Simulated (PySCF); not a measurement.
SMILES CCN (C2H7N), singlet (CAM-B3LYP/def2-SVP optimised geometry):

```
10

C      0.269     0.370     0.000
C     -0.259    -0.369    -1.218
N      0.264     0.216    -2.442
H     -0.086    -0.091     0.934
H      1.369     0.370     0.000
H     -0.065     1.420     0.000
H     -1.369    -0.397    -1.170
H      0.072    -1.420    -1.174
H     -0.056    -0.301    -3.259
H     -0.076     1.170    -2.553
```

Method: PySCF 2.14.0 with CAM-B3LYP/def2-TZVP.

### Question
What are the frontier orbital energies and the dipole moment?

### Answer
HOMO-2 -11.64 eV, HOMO-1 -11.06 eV, HOMO -8.27 eV, LUMO 1.85 eV, LUMO+1 2.86 eV; dipole moment 1.33 D.

On the same geometry PBE/def2-TZVP in PySCF gives HOMO-2 -8.67 eV, HOMO-1 -8.13 eV, HOMO -5.30 eV, LUMO 0.31 eV, LUMO+1 1.31 eV; dipole moment 1.25 D.

Meta-Löwdin charges at CAM-B3LYP/def2-TZVP: C1 -0.32, C2 -0.07, N3 -0.52, H4 0.11, H5 0.11, H6 0.10, H7 0.07, H8 0.10, H9 0.21, H10 0.21.
